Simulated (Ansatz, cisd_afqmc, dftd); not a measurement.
System: CH₃O, charge 0, doublet. CH3O (SMILES C[O], doublet).
B3LYP-D3(BJ)/def2-TZVP minimum from Ansatz (a program for electronic structure):
```
C
O 1 1.3624
H 1 1.0992 2 113.34
H 1 1.0992 3 111.54 2 129.37
H 1 1.1083 3 106.28 4 115.42
```
Charge 0, spin multiplicity 2.

Wanted: atomisation energy (electronic, to ground-state atoms), in kJ/mol. Radicals and triplets start from unrestricted determinants; spin-orbit coupling is neglected. Correlated methods leave the cores frozen. Rows without X2C or -DK are non-relativistic. AFQMC is phaseless with a CISD trial state; ± is one standard error, without the phaseless bias. Outlying blocks are dropped, and bars are widened where a walk drifts. Over all cases where full CI ran beside it in this data, AFQMC minus full CI had a median of +0.1 mEh and passed +0.4 mEh in a tenth of the cases. CBS(X,Y): correlation extrapolated as X^-3, Hartree-Fock from the larger set. A bracket is a step between two methods taken in the basis named. Functionals run without relativity, which enters their misses. 'core' is core correlation in cc-pwCVTZ, 'X2C' scalar relativity in cc-pVTZ-DK, both at CCSD(T). For partners of very few electrons the exact lower level stands in for a higher one.

```json
[
 {"level": "PBE-D4/def2-TZVPD", "program": "Ansatz + dftd4", "atomisation energy (kJ/mol)": "1729.4", "difference against the last row": "52.4"},
 {"level": "CAM-B3LYP-D4/def2-TZVPD", "program": "Ansatz + dftd4", "atomisation energy (kJ/mol)": "1696.2", "difference against the last row": "19.2"},
 {"level": "wB97M-V/def2-TZVPD", "program": "Ansatz", "atomisation energy (kJ/mol)": "1682.5", "difference against the last row": "5.5"},
 {"level": "MP2/aug-cc-pVDZ", "program": "Ansatz", "atomisation energy (kJ/mol)": "1567.2", "difference against the last row": "-109.8"},
 {"level": "MP2/cc-pVTZ", "program": "Ansatz", "atomisation energy (kJ/mol)": "1631.5", "difference against the last row": "-45.5"},
 {"level": "MP2/CBS(cc-pVTZ,cc-pVQZ)", "program": "Ansatz", "atomisation energy (kJ/mol)": "1674.8", "difference against the last row": "-2.2"},
 {"level": "CCSD(T)/aug-cc-pVDZ", "program": "Ansatz", "atomisation energy (kJ/mol)": "1564.5", "difference against the last row": "-112.5"},
 {"level": "CCSDT(Q)/cc-pVDZ", "program": "Ansatz", "atomisation energy (kJ/mol)": "1541.9", "difference against the last row": "-135.1"},
 {"level": "AFQMC/CISD/aug-cc-pVTZ", "program": "cisd_afqmc", "atomisation energy (kJ/mol)": "1641.2 ± 0.6", "difference against the last row": "-35.8"},
 {"level": "CCSD(T)/CBS(aug-cc-pVTZ,aug-cc-pVQZ) + [AFQMC/CISD - CCSD(T)]/aug-cc-pVDZ + core + X2C", "program": "Ansatz + cisd_afqmc", "atomisation energy (kJ/mol)": "1677.7 ± 1.1", "difference against the last row": "0.7"},
 {"level": "CCSD(T)/CBS(aug-cc-pVTZ,aug-cc-pVQZ) + [AFQMC/CISD - CCSD(T)]/aug-cc-pVTZ + core + X2C", "program": "Ansatz + cisd_afqmc", "atomisation energy (kJ/mol)": "1676.6 ± 0.6", "difference against the last row": "-0.4"},
 {"level": "CCSD(T)/CBS(aug-cc-pVTZ,aug-cc-pVQZ) + [CCSDT(Q) - CCSD(T)]/aug-cc-pVDZ + core + X2C", "program": "Ansatz", "atomisation energy (kJ/mol)": "1677.0", "difference against the last row": "0.0"}
]
```
